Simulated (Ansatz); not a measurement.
A nudged elastic band was laid between two geometries of C$_{3}$H$_{6}$N$_{2}$O (12 atoms, charge 0, multiplicity 1).

These are results of Ansatz 0.2.0, RHF/def2-SVP, not measurements.

- movable images: 7
- climbing image: yes
- spring: 5.0 eV/Å²
- optimiser: quadratic models (default)
- start path: through a guess of the saddle point
- force threshold: 0.05 eV/Å
- iteration limit: 60
- end points: relaxed

Initial state:

```xyz
12
Properties=species:S:1:pos:R:3
C -0.304 -1.596 0.847
O 0.758 -0.759 0.509
C 0.755 -0.255 -0.769
N -0.262 0.759 -0.974
C -0.296 1.866 -0.509
N -0.346 3.024 -0.168
H -0.136 -1.943 1.864
H -0.350 -2.464 0.182
H -1.261 -1.073 0.803
H 1.743 0.166 -0.947
H 0.573 -1.044 -1.500
H -0.798 3.261 0.695
```

Final state:

```xyz
12
Properties=species:S:1:pos:R:3
C -0.249 -1.906 0.779
O 0.810 -1.023 0.575
C 0.677 -0.145 -0.466
N -0.389 0.806 -0.231
C -0.422 1.986 -0.436
N -0.555 3.157 -0.715
H 0.034 -2.569 1.593
H -0.440 -2.508 -0.115
H -1.165 -1.378 1.048
H 1.635 0.359 -0.580
H 0.443 -0.673 -1.395
H -0.302 3.839 -0.024
```

**Question.** Which bonds break or form, and what moves?

**Answer.** No bond is made or broken. The dihedral O2–C3–N4–C5 goes from 69 to 138°.

**Question.** What energy profile does the band end with?

**Answer.** It converged. The highest image is number 0 of 0 to 8, 0.0 kJ/mol above the first end and 1.2 kJ/mol above the last; the last end lies 1.2 kJ/mol below the first. The highest image is an end point: on this band no image between the ends rises above it.

```
image  path coordinate (Å)  energy (kJ/mol)  dihedral O2–C3–N4–C5 (°)
    0                 0.00              0.0                        69
    1                 0.17              0.0                        75
    2                 0.42             -0.1                        84
    3                 0.67             -0.3                        93
    4                 0.93             -0.6                       101
    5                 1.18             -0.9                       110
    6                 1.43             -1.1                       119
    7                 1.68             -1.2                       128
    8                 1.93             -1.2                       138
```

Run time: 2.9 min on 2 threads of Arm Neoverse V1, on a shared host, peak memory 0.24 GiB.
